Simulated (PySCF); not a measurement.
**HBS (hydrogen boron sulfide) at B3LYP/STO-3G**

Aim: the energy change on altering one bond length of HBS (hydrogen boron sulfide) at B3LYP/STO-3G, from 2 runs. The job is set up through a Python script.

The calculation is run with PySCF 2.14.0.

9 further runs of the same task are left out: 9 set aside as unsound or not needed.

**1. Starting point**

The species is HBS (3 atoms), meant as a singlet with charge 0. As SMILES, `B=S`. Geometry: relaxed at GFN2-xTB.

Bond lengths: B1–S2 1.592 Å, B1–H3 1.144 Å. Angles: S2–B1–H3 179.9°.

**2. The energy at B3LYP/STO-3G**

Contents of input.py:

```python
# hydrogen boron sulfide
from pyscf import gto, dft

mol = gto.Mole()
mol.atom = '''
B   -0.041030  -0.016100   0.142540
S    0.395320   0.146510  -1.379660
H   -0.354300  -0.130410   1.237110
'''
mol.max_memory = 1860
mol.basis = 'sto-3g'
mol.spin = 0
mol.verbose = 3
mol.charge = 0
mol.build()

mf = dft.RKS(mol)
mf.xc = 'b3lyp'
mf.grids.level = 5
mf.conv_tol = 1e-10
mf.kernel()
if not mf.converged:
    mf = mf.newton().run(mf.mo_coeff, mf.mo_occ)

e_tot = mf.e_tot
print('E = %.10f Eh' % e_tot)
```

Command:

```console
$ OMP_NUM_THREADS=1 python input.py
```

The log of the run:

```text
converged SCF energy = -418.928233598282
E = -418.9282335983 Eh
```

Run time: 1.4 s. Hardware: 1 thread of Arm Neoverse V2, shared host; peak memory 0.17 GiB.

**3. The distorted shape, same level**

Contents of job.py:

```python
from pyscf import gto, dft

system = gto.M(
    atom=[
    ('B', (0.115615, 0.041059, -0.404781)),
    ('S', (0.551965, 0.203669, -1.926981)),
    ('H', (-0.354300, -0.130410, 1.237110)),
],
    verbose=3,
    max_memory=1860,
    basis='sto-3g',
)

mf = dft.RKS(system)
mf.xc = 'b3lyp'
mf.conv_tol = 1e-10
mf.grids.level = 5
mf.kernel()
if not mf.converged:
    mf = mf.newton().run(mf.mo_coeff, mf.mo_occ)

etot = mf.e_tot
print('E = %.10f Eh' % etot)
```

Command:

```console
$ OMP_NUM_THREADS=1 python job.py
```

The log of the run:

```text
converged SCF energy = -418.837136589246
E = -418.8371365892 Eh
```

Wall time 1.4 s (1 thread of Arm Neoverse V2, shared host); peak memory 0.17 GiB.

**4. What came out**

Level: B3LYP/STO-3G.

| quantity | value |
| --- | --- |
| first shape: total energy | -418.92823 Eh |
| first shape: dipole moment | 0.24 D |
| first shape: HOMO energy | -5.38 eV |
| first shape: LUMO energy | 2.91 eV |
| first shape: HOMO–LUMO gap | 8.29 eV |
| distorted shape: total energy | -418.83714 Eh |
| distorted shape: dipole moment | 0.23 D |
| distorted shape: HOMO energy | -5.41 eV |
| distorted shape: LUMO energy | 2.98 eV |
| distorted shape: HOMO–LUMO gap | 8.39 eV |
| energy change with the B1–H3 bond stretched from 1.144 to 1.716 Å | 2.479 eV |

With the B1–H3 bond stretched from 1.144 to 1.716 Å the energy rises by 2.48 eV (239 kJ/mol). The first shape isn't relaxed at this level, so the change isn't measured from a minimum. The minimal basis adds a large error of its own. Mulliken charges (first shape) run from -0.05 on B1 to +0.07 on S2.
